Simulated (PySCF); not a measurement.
Isomers of C5H9N. Computed with PySCF, PBE0-D3(BJ)/def2-SVP geometry optimisation, gas phase. Energies are electronic, without zero-point or thermal terms, for one conformer each. No frequencies were run at this level. Point groups hold within 0.08 Å.

Question: Order them by energy at this level, lowest first, and give relative energies in kcal/mol.
A. `[CH3:1][CH:2]([CH3:3])[C@H:4]1[CH:5]=[N:6]1` with C1–C2–C4–C5 -138°
B. `[CH3:1][C@H:2]1[CH:3]=[N:4][CH2:5][CH2:6]1` with C1–C2–C3–N4 138°, C3–N4–C5–C6 -14°, N4–C5–C6–C2 21°, C1–C2–C6–C5 -144°
C. `[NH:1]=[C:2]1[CH2:3][CH2:4][CH2:5][CH2:6]1` with N1–C2–C3–C4 168°, C2–C3–C4–C5 32°, C3–C4–C5–C6 -40°, C4–C5–C6–C2 32°
D. `[CH3:1][CH2:2][CH2:3][CH2:4][C:5]#[N:6]` with C1–C2–C3–C4 180°, C2–C3–C4–C5 180° (pentanenitrile)
E. `[CH2:1]=[C:2]([CH3:3])[C@@H:4]1[CH2:5][NH:6]1` with C1–C2–C4–C5 80°
F. `[CH3:1][CH2:2][C@@H:3]([CH3:4])[C:5]#[N:6]` with C1–C2–C3–C4 177°
G. `[CH:1]1=[N:2][CH2:3][CH2:4][CH2:5][CH2:6]1` with C1–N2–C3–C4 15°, N2–C3–C4–C5 -45°, C3–C4–C5–C6 58°, C4–C5–C6–C1 -42° (1-piperideine)
H. `[CH3:1][CH:2]([CH3:3])[CH2:4][C:5]#[N:6]` with C1–C2–C4–C5 -63° (isovaleronitrile)

Answer: C (0.0), G (3.5), H (3.8), F (4.7), B (5.0), D (5.5), E (35.7), A (43.5).

As drawn, the lowest has an N–H bond, which the highest lacks; the highest has a three-membered ring, which the lowest lacks. Neighbours under 2.5 kcal/mol apart (C1=NCCCC1 and CC(C)CC#N; CC(C)CC#N and CC[C@@H](C)C#N; CC[C@@H](C)C#N and C[C@H]1C=NCC1; C[C@H]1C=NCC1 and CCCCC#N) can change places with a better method, another conformer or zero-point energy.

```json
{"SMILES": "N=C1CCCC1", "E (Eh)": "-250.22251", "E rel (kcal/mol)": "0.0", "dipole (D)": "2.32", "point group": "–", "A, B, C (MHz)": "6624, 3336, 2404"}
{"SMILES": "C1=NCCCC1", "E (Eh)": "-250.21696", "E rel (kcal/mol)": "3.5", "dipole (D)": "2.07", "point group": "C1", "A, B, C (MHz)": "4913, 4730, 2662"}
{"SMILES": "CC(C)CC#N", "E (Eh)": "-250.21647", "E rel (kcal/mol)": "3.8", "dipole (D)": "3.87", "point group": "Cs", "A, B, C (MHz)": "5340, 2439, 2248"}
{"SMILES": "CC[C@@H](C)C#N", "E (Eh)": "-250.21509", "E rel (kcal/mol)": "4.7", "dipole (D)": "3.88", "point group": "C1", "A, B, C (MHz)": "4081, 3141, 1920"}
{"SMILES": "C[C@H]1C=NCC1", "E (Eh)": "-250.21459", "E rel (kcal/mol)": "5.0", "dipole (D)": "2.18", "point group": "C1", "A, B, C (MHz)": "7016, 3237, 2435"}
{"SMILES": "CCCCC#N", "E (Eh)": "-250.21376", "E rel (kcal/mol)": "5.5", "dipole (D)": "4.13", "point group": "Cs", "A, B, C (MHz)": "15344, 1329, 1261"}
{"SMILES": "C=C(C)[C@@H]1CN1", "E (Eh)": "-250.16558", "E rel (kcal/mol)": "35.7", "dipole (D)": "1.67", "point group": "C1", "A, B, C (MHz)": "6493, 2773, 2214"}
{"SMILES": "CC(C)[C@H]1C=N1", "E (Eh)": "-250.15324", "E rel (kcal/mol)": "43.5", "dipole (D)": "2.02", "point group": "C1", "A, B, C (MHz)": "6453, 2680, 2072"}
```

Q: As an exercise, what shares would exp(−E/RT) give at 298.15 K from these electronic energies alone (no entropy, no degeneracies)?

A: RT = 0.592 kcal/mol: N=C1CCCC1 99.5 %, C1=NCCCC1 0.3 %, CC(C)CC#N 0.2 %, CC[C@@H](C)C#N under 0.1 %, C[C@H]1C=NCC1 under 0.1 %, CCCCC#N under 0.1 %, C=C(C)[C@@H]1CN1 under 0.1 %, CC(C)[C@H]1C=N1 under 0.1 %.
